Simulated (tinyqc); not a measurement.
Worked calculation: CCD on RHF in the sto-3g basis, for H2O, spin multiplicity 1. One step of it, computed by the program tinyqc.

Task: Iteration 1: building the Fock matrix. J_ij = sum D_kl (ij|kl), K_ij = sum D_kl (ik|jl); F = H + J - 0.5 K; E = tr D H + tr D J / 2 - 0.25 tr D K + E_nn.

D at the start:
```
            1O 1s      1O 2s    1O 2px     1O 2py     1O 2pz      2H 1s      3H 1s
1O 1s    2.143493  -0.490819  0.000000   0.000000   0.016897  -0.015729  -0.015729
1O 2s   -0.490819   2.090131  0.000000   0.000000  -0.086093   0.048001   0.048001
1O 2px   0.000000   0.000000  1.308073   0.000000   0.000000   0.000000   0.000000
1O 2py   0.000000   0.000000  0.000000   1.188594   0.000000   0.113745  -0.113745
1O 2pz   0.016897  -0.086093  0.000000   0.000000   1.228439   0.067256   0.067256
2H 1s   -0.015729   0.048001  0.000000   0.113745   0.067256   0.992470   0.069758
3H 1s   -0.015729   0.048001  0.000000  -0.113745   0.067256   0.069758   0.992470
```

core Hamiltonian H = T + V (hartree):
```
             1O 1s      1O 2s     1O 2px     1O 2py     1O 2pz      2H 1s      3H 1s
1O 1s   -32.603914  -7.585110   0.000000   0.000000  -0.016649  -1.331468  -1.331468
1O 2s    -7.585110  -9.226187   0.000000   0.000000  -0.202288  -3.072187  -3.072187
1O 2px    0.000000   0.000000  -7.368181   0.000000   0.000000   0.000000   0.000000
1O 2py    0.000000   0.000000   0.000000  -7.474000   0.000000  -1.644144   1.644144
1O 2pz   -0.016649  -0.202288   0.000000   0.000000  -7.454712  -1.549071  -1.549071
2H 1s    -1.331468  -3.072187   0.000000  -1.644144  -1.549071  -4.661434  -1.328956
3H 1s    -1.331468  -3.072187   0.000000   1.644144  -1.549071  -1.328956  -4.661434
```

Two-electron integrals (ij|kl) in chemists' order, unique and non-zero (hartree):
```
(11|11) 4.785065    (21|11) 0.741380    (21|21) 0.136873    (22|11) 1.118947
(22|21) 0.256633    (22|22) 0.817206    (31|31) 0.024477    (32|31) 0.037809
(32|32) 0.180518    (33|11) 1.115814    (33|21) 0.256684    (33|22) 0.817023
(33|33) 0.880159    (41|41) 0.024477    (42|41) 0.037809    (42|42) 0.180518
(43|43) 0.047444    (44|11) 1.115814    (44|21) 0.256684    (44|22) 0.817023
(44|33) 0.785270    (44|44) 0.880159    (51|51) 0.024477    (52|51) 0.037809
(52|52) 0.180518    (53|53) 0.047444    (54|54) 0.047444    (55|11) 1.115814
(55|21) 0.256684    (55|22) 0.817023    (55|33) 0.785270    (55|44) 0.785270
(55|55) 0.880159    (61|11) 0.130739    (61|21) 0.023945    (61|22) 0.044647
(61|33) 0.044559    (61|41) 0.000818    (61|42) 0.001537    (61|44) 0.044707
(61|51) 0.000740    (61|52) 0.001390    (61|54) 0.000134    (61|55) 0.044680
(61|61) 0.004243    (62|11) 0.330527    (62|21) 0.076812    (62|22) 0.272319
(62|33) 0.267594    (62|41) 0.004285    (62|42) 0.033273    (62|44) 0.275247
(62|51) 0.003875    (62|52) 0.030088    (62|54) 0.006921    (62|55) 0.273852
(62|61) 0.013715    (62|62) 0.114062    (63|31) 0.007884    (63|32) 0.046452
(63|43) 0.006842    (63|53) 0.006187    (63|63) 0.015922    (64|11) 0.180494
(64|21) 0.042474    (64|22) 0.160763    (64|33) 0.153534    (64|41) 0.009954
(64|42) 0.064962    (64|44) 0.171521    (64|51) 0.001872    (64|52) 0.016738
(64|54) 0.010078    (64|55) 0.157052    (64|61) 0.007905    (64|62) 0.081811
(64|64) 0.073921    (65|11) 0.163218    (65|21) 0.038408    (65|22) 0.145375
(65|33) 0.138838    (65|41) 0.001872    (65|42) 0.016738    (65|44) 0.142728
(65|51) 0.009577    (65|52) 0.061588    (65|54) 0.010360    (65|55) 0.154394
(65|61) 0.007149    (65|62) 0.073981    (65|64) 0.052447    (65|65) 0.063349
(66|11) 0.482385    (66|21) 0.113917    (66|22) 0.464242    (66|33) 0.445765
(66|41) 0.007955    (66|42) 0.086062    (66|44) 0.475938    (66|51) 0.007193
(66|52) 0.077824    (66|54) 0.027284    (66|55) 0.470438    (66|61) 0.020501
(66|62) 0.249042    (66|64) 0.203838    (66|65) 0.184327    (66|66) 0.774606
(71|11) 0.130739    (71|21) 0.023945    (71|22) 0.044647    (71|33) 0.044559
(71|41) -0.000818   (71|42) -0.001537   (71|44) 0.044707    (71|51) 0.000740
(71|52) 0.001390    (71|54) -0.000134   (71|55) 0.044680    (71|61) 0.004185
(71|62) 0.013327    (71|64) 0.007040    (71|65) 0.006952    (71|66) 0.019749
(71|71) 0.004243    (72|11) 0.330527    (72|21) 0.076812    (72|22) 0.272319
(72|33) 0.267594    (72|41) -0.004285   (72|42) -0.033273   (72|44) 0.275247
(72|51) 0.003875    (72|52) 0.030088    (72|54) -0.006921   (72|55) 0.273852
(72|61) 0.013327    (72|62) 0.093304    (72|64) 0.046124    (72|65) 0.058941
(72|66) 0.167733    (72|71) 0.013715    (72|72) 0.114062    (73|31) 0.007884
(73|32) 0.046452    (73|43) -0.006842   (73|53) 0.006187    (73|63) 0.012627
(73|73) 0.015922    (74|11) -0.180494   (74|21) -0.042474   (74|22) -0.160763
(74|33) -0.153534   (74|41) 0.009954    (74|42) 0.064962    (74|44) -0.171521
(74|51) -0.001872   (74|52) -0.016738   (74|54) 0.010078    (74|55) -0.157052
(74|61) -0.007040   (74|62) -0.046124   (74|64) -0.010606   (74|65) -0.028513
(74|66) -0.073972   (74|71) -0.007905   (74|72) -0.081811   (74|74) 0.073921
(75|11) 0.163218    (75|21) 0.038408    (75|22) 0.145375    (75|33) 0.138838
(75|41) -0.001872   (75|42) -0.016738   (75|44) 0.142728    (75|51) 0.009577
(75|52) 0.061588    (75|54) -0.010360   (75|55) 0.154394    (75|61) 0.006952
(75|62) 0.058941    (75|64) 0.028513    (75|65) 0.049307    (75|66) 0.116031
(75|71) 0.007149    (75|72) 0.073981    (75|74) -0.052447   (75|75) 0.063349
(76|11) 0.130583    (76|21) 0.030664    (76|22) 0.119076    (76|33) 0.116026
(76|44) 0.118072    (76|51) 0.002348    (76|52) 0.022170    (76|55) 0.122997
(76|61) 0.005431    (76|62) 0.050748    (76|64) 0.031458    (76|65) 0.036998
(76|66) 0.118228    (76|71) 0.005431    (76|72) 0.050748    (76|74) -0.031458
(76|75) 0.036998    (76|76) 0.028451    (77|11) 0.482385    (77|21) 0.113917
(77|22) 0.464242    (77|33) 0.445765    (77|41) -0.007955   (77|42) -0.086062
(77|44) 0.475938    (77|51) 0.007193    (77|52) 0.077824    (77|54) -0.027284
(77|55) 0.470438    (77|61) 0.019749    (77|62) 0.167733    (77|64) 0.073972
(77|65) 0.116031    (77|66) 0.328340    (77|71) 0.020501    (77|72) 0.249042
(77|74) -0.203838   (77|75) 0.184327    (77|76) 0.118228    (77|77) 0.774606
```

nuclear repulsion = 8.24250474 hartree

Give: Coulomb J; exchange K; Fock matrix F; total energy of this density.

Result:

Coulomb J (hartree):
```
          1O 1s   1O 2s  1O 2px   1O 2py  1O 2pz   2H 1s    3H 1s
1O 1s   17.1812  3.2207  0.0000   0.0000  0.0130  0.5645   0.5645
1O 2s    3.2207  7.9979  0.0000   0.0000  0.1576  2.6976   2.6976
1O 2px   0.0000  0.0000  7.9536   0.0000  0.0000  0.0000   0.0000
1O 2py   0.0000  0.0000  0.0000   8.0131  0.0000  1.5981  -1.5981
1O 2pz   0.0130  0.1576  0.0000   0.0000  8.0029  1.4958   1.4958
2H 1s    0.5645  2.6976  0.0000   1.5981  1.4958  4.8595   1.2105
3H 1s    0.5645  2.6976  0.0000  -1.5981  1.4958  1.2105   4.8595
```

exchange K (hartree):
```
         1O 1s   1O 2s  1O 2px   1O 2py  1O 2pz   2H 1s    3H 1s
1O 1s   9.9122  1.6816  0.0000   0.0000  0.0155  0.3284   0.3284
1O 2s   1.6816  2.7321  0.0000   0.0000  0.1402  1.1376   1.1376
1O 2px  0.0000  0.0000  1.7052   0.0000  0.0000  0.0000   0.0000
1O 2py  0.0000  0.0000  0.0000   1.7970  0.0000  0.5196  -0.5196
1O 2pz  0.0155  0.1402  0.0000   0.0000  1.7824  0.5381   0.5381
2H 1s   0.3284  1.1376  0.0000   0.5196  0.5381  1.3185   0.5361
3H 1s   0.3284  1.1376  0.0000  -0.5196  0.5381  0.5361   1.3185
```

Fock matrix F (hartree):
```
           1O 1s    1O 2s   1O 2px   1O 2py   1O 2pz    2H 1s    3H 1s
1O 1s   -20.3788  -5.2053   0.0000   0.0000  -0.0113  -0.9312  -0.9312
1O 2s    -5.2053  -2.5943   0.0000   0.0000  -0.1147  -0.9434  -0.9434
1O 2px    0.0000   0.0000  -0.2672   0.0000   0.0000   0.0000   0.0000
1O 2py    0.0000   0.0000   0.0000  -0.3594   0.0000  -0.3059   0.3059
1O 2pz   -0.0113  -0.1147   0.0000   0.0000  -0.3430  -0.3223  -0.3223
2H 1s    -0.9312  -0.9434   0.0000  -0.3059  -0.3223  -0.4612  -0.3866
3H 1s    -0.9312  -0.9434   0.0000   0.3059  -0.3223  -0.3866  -0.4612
```

total energy of this density = -75.242141 hartree

This density is the starting one; it is not idempotent, so its energy is not variational and may lie below the converged one.
